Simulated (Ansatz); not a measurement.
## One elementary step

Start structure (C2H10Si, closed shell), relaxed at PBE0-D4/def2-TZVP:

```
13
angstrom
Si -0.9380 -0.1953 0.0863
C 0.2753 -1.6086 0.2669
H -2.2900 -0.7364 -0.2353
H -1.0513 0.5314 1.3845
C -0.4067 0.9993 -1.2527
H 2.2139 1.5324 1.6248
H 1.4962 1.4433 1.8103
H -0.0429 -2.3018 1.0490
H 0.3600 -2.1701 -0.6670
H 1.2690 -1.2369 0.5291
H -0.3360 0.4937 -2.2191
H 0.5715 1.4295 -1.0239
H -1.1210 1.8195 -1.3530
```

The step: C₂H₈Si (C[SiH2]C) + H₂ → CH₆Si ([CH3][SiH3]) + CH₄; bonds formed: Si1–H7, C2–H6; bonds broken: Si1–C2, H6–H7. Program: Ansatz 0.2.0. Basis: def2-TZVPP and def2-QZVPP. Cores are frozen in the correlated methods. Extrapolation: Hartree–Fock as exp(−7.88 √X), correlation as X^−2.97. Energies below are by CCSD(T) at an estimated basis limit (MP2 extrapolated from triple and quadruple zeta, plus CCSD(T) − MP2 in triple zeta).

**Question.** What are the electronic barrier and the energy of the step, from the start structure to the end structure? (Judge from chemistry; the value comes from the calculation.)

**Answer.** Computed: Barrier 72.82 kcal/mol; step energy -6.63 kcal/mol (downhill); reverse barrier, their difference, 79.45 kcal/mol. Barrier and step energy count from the start structure, the reverse barrier from the end structure.

The saddle point: One imaginary mode of 1512i cm⁻¹.
```
  pair  start (Å)  saddle (Å)  end (Å)
Si1–H7       3.40        1.73     1.49
 C2–H6       3.93        1.36     1.09
Si1–C2       1.87        2.18     3.98
 H6–H7       0.75        1.14     3.22
```

Zero-point energy (harmonic, PBE0-D4): ZPE is 63.49 kcal/mol at the start and 65.29 kcal/mol at the saddle, so the barrier goes from 72.82 to 74.62 kcal/mol.

T1 diagnostic: at most 0.011.

Labels in which every atom is bracketed show which atoms are joined, not bond orders.

For scale, one of the runs: CCSD(T)/def2-TZVPP, 244 basis functions, launched by `ansatz run in.yaml --threads 4 --pin off --events-out ev --progress --plain --max-ram 9574MiB`. The run took 61 s on 4 CPU threads of an Arm Neoverse V2 (shared host), with 4.7 GiB of host memory at its peak.
